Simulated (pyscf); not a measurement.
Structures and frequencies: ωB97X-D3(BJ)/def2-SVP in PySCF.

**Question.** For •O–OH + H₂C=CH₂ -> H₃C–CH₂–O–O•, an addition across a multiple bond or ene-type step (doublet surface; H–O broken, C–O, C–H formed), PBE/def2-TZVP gives ΔE‡ = -12.2 kJ/mol and ΔE = -111.5 kJ/mol (zero: the separated reactants). In which direction and how far do r²SCAN/def2-TZVP, B3LYP-D3(BJ)/def2-TZVP, ωB97M-D3(BJ)/def2-TZVP move these?

**Answer.** r²SCAN: ΔE‡ = -1.4 kJ/mol, ΔE = -117.1 kJ/mol; B3LYP-D3(BJ): ΔE‡ = 28.4 kJ/mol, ΔE = -102.4 kJ/mol; ωB97M-D3(BJ): ΔE‡ = 44.3 kJ/mol, ΔE = -104.1 kJ/mol. PBE's barrier lies under all of them, by 10.8 to 56.5 kJ/mol. Its reaction energy lies among theirs. Low barriers are usual for a GGA, whose delocalisation error favours stretched bonds. On the reactant side the descent ends in a complex, 22.1 kJ/mol under the separated species and 63.1 kJ/mol under the saddle at ωB97X-D3(BJ)/def2-TZVP. At PBE, r²SCAN the saddle lies under the separated reactants, which points to a path from their complex (located at ωB97X-D3(BJ) alone). H₃C–CH₂–O–O• lies 181.3 kJ/mol over its isomer H₃C–CH(O•)–OH, and others may lie lower still (electronic energy, ωB97M-D3(BJ)). One saddle was located; it need not be the lowest between these sides.
